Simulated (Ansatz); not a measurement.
Ansatz (a program for electronic structure) input (CCSD(T)/aug-cc-pVDZ):

Ansatz 0.2 input:
```yaml
crystal:
  periodic: [false, false, false]
  atoms:
    - {symbol: C, position_ang: [-0.00031565, -0.01876434, 0.11346103]}
    - {symbol: C, position_ang: [-0.00366586, -0.21792541, 1.31771454]}
    - {symbol: C, position_ang: [0.00342830, 0.20380299, -1.23232147]}
    - {symbol: H, position_ang: [-0.00658048, -0.39119133, 2.36538959]}
    - {symbol: H, position_ang: [0.93286994, 0.33015230, -1.77073907]}
    - {symbol: H, position_ang: [-0.92297020, 0.25835959, -1.78777517]}
basis:
  gaussian:
    orbitals: aug-cc-pVDZ
magnetization: {spin_polarized: true, initial_magnetization: 1}
correlation: {method: ccsd_t, electrons: outside_noble_gas}
output: {forces: true}
```

End of the output:

```
integrals: 0.19 GiB planned
970 factors; integrals over basis functions are off by at most 1.2e-3 eV
mean field: 0.28 GiB planned
mean field evaluation 1: about -3134.0667 eV, gradient 1.8e1 eV
mean field evaluation 2: about -3134.0690 eV, gradient 1.8e1 eV
mean field evaluation 4: about -3136.3087 eV, gradient 3.0e0 eV
mean field evaluation 8: about -3136.4801 eV, gradient 4.4e-1 eV
mean field evaluation 16: about -3136.5035 eV, gradient 5.5e-6 eV
mean field evaluation 32: about -3132.8988 eV, gradient 2.1e0 eV
mean field evaluation 64: about -3133.0883 eV, gradient 1.3e-3 eV
mean field -3136.50348266 eV, -115.2643769893 hartree, gradient 5.5e-6 eV, S^2 0.954728; 1 other end points of the search recorded, 0 dependent functions left out
determinant -3136.50348266 eV, -115.2643769893 hartree, with singles and doubles -3147.36524344 eV, -115.6635393356 hartree
determinant -3133.08833209 eV, -115.1388725208 hartree, with singles and doubles -3143.88283299 eV, -115.5355631121 hartree
3 core orbitals not correlated
reference -3136.50348266 eV, -115.2643769893 hartree; 8, 7 occupied and 85, 86 virtual orbitals, 970 factors
densities: 1.14 GiB planned
second order -9.74602035 eV of doubles, -0.00000000 eV of singles
coupled cluster: 0.71 GiB planned
cycle   1  -10.83375960 eV  change   -3.4e-1 eV  update   2.2e-2
cycle   2  -10.85007122 eV  change   -1.6e-2 eV  update   5.5e-3
cycle   3  -10.85229931 eV  change   -2.2e-3 eV  update   2.6e-3
cycle   4  -10.85312856 eV  change   -8.3e-4 eV  update   8.9e-4
cycle   5  -10.85373291 eV  change   -6.0e-4 eV  update   3.5e-4
cycle   6  -10.85407679 eV  change   -3.4e-4 eV  update   1.6e-4
cycle   7  -10.85426993 eV  change   -1.9e-4 eV  update   7.3e-5
cycle   8  -10.85435124 eV  change   -8.1e-5 eV  update   3.4e-5
cycle   9  -10.85436297 eV  change   -1.2e-5 eV  update   1.5e-5
cycle  10  -10.85436358 eV  change   -6.1e-7 eV  update   7.5e-6
cycle  11  -10.85436379 eV  change   -2.0e-7 eV  update   4.1e-6
cycle  12  -10.85436205 eV  change    1.7e-6 eV  update   1.8e-6
cycle  13  -10.85436144 eV  change    6.1e-7 eV  update   6.1e-7
coupled cluster: 0.71 GiB planned
perturbative correction -0.45393275 eV, -0.0166817208 hartree
the calculation of the forces begins
Total energy: -3147.81177684 eV, -115.6799491355 hartree
Atom 0 at    -0.000316    -0.018764     0.113461 Å, force     0.002524     0.150032    -0.907191 eV/Å
Atom 1 at    -0.003666    -0.217925     1.317715 Å, force    -0.005577    -0.331549     2.004757 eV/Å
Atom 2 at     0.003428     0.203803    -1.232321 Å, force     0.003383     0.201106    -1.216014 eV/Å
Atom 3 at    -0.006580    -0.391191     2.365390 Å, force    -0.001667    -0.099113     0.599299 eV/Å
Atom 4 at     0.932870     0.330152    -1.770739 Å, force     0.409129     0.055563    -0.236677 eV/Å
Atom 5 at    -0.922970     0.258360    -1.787775 Å, force    -0.407791     0.023961    -0.244176 eV/Å
Dipole moment:     0.000051     0.003019    -0.018257 e Å
```

It need not be the lowest isomer of its formula.

The determinant is spin-contaminated: <S^2> is 0.95 against 0.75 for a pure state.
